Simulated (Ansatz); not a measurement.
Geometry optimisation, RHF/def2-SVP in Ansatz.

Input file:

```yaml
crystal:
  periodic: [false, false, false]
  atoms:
    - { symbol: Si, position_ang: [0.0, 0.0, 0.0] }
    - { symbol: "N", position_ang: [0.0, 0.0, 2.17] }
    - { symbol: H, position_ang: [-0.877, -0.2713, 2.7] }
    - { symbol: H, position_ang: [0.877, 0.2713, 2.7] }
    - { symbol: H, position_ang: [1.3768, 0.0, -0.4862] }
    - { symbol: H, position_ang: [-0.6877, 1.1914, -0.4862] }
    - { symbol: H, position_ang: [-0.6877, -1.1914, -0.4862] }
    - { symbol: P, position_ang: [1.2944, -1.9656, 0.782] }
    - { symbol: H, position_ang: [0.4981, -3.1353, 0.6631] }
    - { symbol: H, position_ang: [2.4646, -2.108, -0.0096] }
    - { symbol: H, position_ang: [0.6864, -1.0423, 1.9561] }
basis:
  gaussian: { orbitals: def2-SVP }
hamiltonian:
  xc: hf
relax:
  f_tol: 0.15
  max_steps: 25
  restrain:
    - { distance: [0, 7], at: 3.38, k: 30.0 }
    - { distance: [10, 1], at: 2.26, k: 30.0 }
    - { distance: [0, 1], at: 1.82, k: 30.0 }
    - { distance: [10, 7], at: 1.42, k: 30.0 }
```

Command:

```bash
$ ansatz run input.yaml --threads 1 --pin off --max-ram 2048MiB --backend cpu --events-out ev --progress --plain --runs-dir out
```

Task: Where does it end, and by what steps?

Result: It converged. The restraints hold the end off the free minimum; the threshold counts their pulls, which the force column leaves out. Restrained pairs: Si1–P8 (2.48 → 3.41 Å), N2–H11 (1.27 → 2.27 Å), Si1–N2 (2.17 → 1.78 Å), P8–H11 (1.61 → 1.41 Å). After 14 steps the energy has fallen by 5.039 eV (the restraints' own energy left out); H9 moved furthest, 1.01 Å.

```
step  energy less start (eV)  largest force component (eV/Å)  accepted
   0                  0.0000                           2.993       yes
   1                 -0.3529                           2.857       yes
   2                 -1.3394                           3.778       yes
   3                 -2.8512                           2.967       yes
   4                 -4.2424                           1.734       yes
   5                 -4.7334                           1.333       yes
   6                 -4.8832                           1.750       yes
   7                 -4.9633                           1.373       yes
   8                 -4.9821                           1.086       yes
   9                 -4.9712                           1.252        no
  10                 -4.9954                           1.101       yes
  11                 -5.0110                           1.080       yes
  12                 -5.0233                           1.051       yes
  13                 -5.0234                           1.348       yes
  14                 -5.0388                           1.101       yes
```

```xyz
11
Properties=species:S:1:pos:R:3
Si -0.158 -0.002 0.243
N 0.018 0.196 2.005
H -0.816 0.315 2.550
H 0.736 0.815 2.335
H 1.176 -0.103 -0.369
H -0.830 1.167 -0.392
H -1.015 -1.171 -0.028
P 1.559 -2.854 0.992
H 0.826 -2.728 -0.199
H 2.603 -1.987 0.613
H 0.845 -1.900 1.753
```

The run took 24 s on 1 thread of Arm Neoverse V2, on a shared host, peak memory 0.15 GiB.
